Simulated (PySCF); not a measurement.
**SiH2: from structure and modes to constants**

Method: B3LYP/[Si def2-TZVP, H def2-TZVP], no relativity, density fitting, PySCF.

The singlet minimum has C2v symmetry. Masses (u): Si 27.97693, H 1.00782.

```xyz
3
charge 0 multiplicity 1, angstrom
Si    0.0000    0.0000   -0.0714
H     1.0910    0.0000    0.9914
H    -1.0910    0.0000    0.9914
```

Harmonic wavenumbers (cm⁻¹): 1021.1 (a1, ×1), 2036.0 (b2, ×1), 2036.1 (a1, ×1).

Task: Find the principal moments of inertia and the rotational constants. What kind of rotor is it?

Result: About the centre of mass I = 2.124, 2.3994, 4.5234 u Å². With B = 16.8576/I this gives 7.937, 7.026, 3.727 cm⁻¹. The molecule is an asymmetric top with κ = 0.57.

Task: What is the harmonic zero-point energy?

Result: Half the sum of all 3 wavenumbers, 5093/2 = 2547 cm⁻¹, which is 30.5 kJ/mol (1 cm⁻¹ = 0.0119627 kJ/mol).
